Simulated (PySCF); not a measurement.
Ethyl cyanide, C3H5N.
InChI=1S/C3H5N/c1-2-3-4/h2H2,1H3

Method: EOM-IP-CCSD/aug-cc-pVDZ in PySCF, restricted Hartree–Fock reference, 4 core orbitals frozen, non-relativistic, gas phase, PBE0-D3(BJ)/def2-SVP geometry.

Hartree–Fock orbital energies give these Koopmans values (eV): HOMO 12.39, HOMO-1 12.43, HOMO-2 14.66, HOMO-3 14.68, HOMO-4 15.31, HOMO-5 16.11, HOMO-6 17.85, HOMO-7 19.12.

Task: What vertical ionisation energies does EOM-IP-CCSD give?

Result: 
| leading hole (HF orbital) | Koopmans (eV) | EOM-IP-CCSD (eV) | change (eV) | one-hole share |
| --- | --- | --- | --- | --- |
| HOMO | 12.39 | 12.19 | -0.20 | 0.96 |
| HOMO-1 | 12.43 | 12.22 | -0.21 | 0.96 |
| HOMO-2 | 14.66 | 12.76 | -1.90 | 0.93 |
| HOMO-3 | 14.68 | 13.91 | -0.77 | 0.96 |
| HOMO-4 | 15.31 | 14.14 | -1.17 | 0.95 |
| HOMO-5 | 16.11 | 14.95 | -1.16 | 0.95 |
| HOMO-6 | 17.85 | 16.69 | -1.16 | 0.95 |
| HOMO-7 | 19.12 | 17.46 | -1.66 | 0.94 |

Task: Does the order of the lines follow the orbital energies?

Result: Yes, no two lines change places. The corrections run from -1.90 to -0.20 eV, with a mean of -1.03 eV over the 8 lines; no line lies above its Koopmans value. Koopmans values leave out both the relaxation of the orbitals and the change in correlation energy.

Task: At what kinetic energies would He I light (21.22 eV) eject these electrons?

Result: 9.03 eV (HOMO), 9.00 eV (HOMO-1), 8.46 eV (HOMO-2), 7.31 eV (HOMO-3), 7.08 eV (HOMO-4), 6.27 eV (HOMO-5), 4.53 eV (HOMO-6), 3.76 eV (HOMO-7).

Task: What total energy has the lowest final state, and which wavelength reaches it?

Result: E(CCSD) + ionisation energy = -171.60184 + 0.44797 = -171.15387 Eh, at the geometry of the initial state. The threshold wavelength is 1239.84 eV nm/12.19 eV = 101.7 nm.

Lines less than 0.15 eV apart could change places at a higher level. One root was sought for each valence orbital with −ε under 21 eV, eight at most, so deeper holes and satellites are missing; no vibrational structure.

On one thread, Arm Neoverse V1 (aarch64), shared host with 32 logical CPUs at a one-minute load of 8.9, this took 2.1 min and 2.4 GiB of memory at its peak.
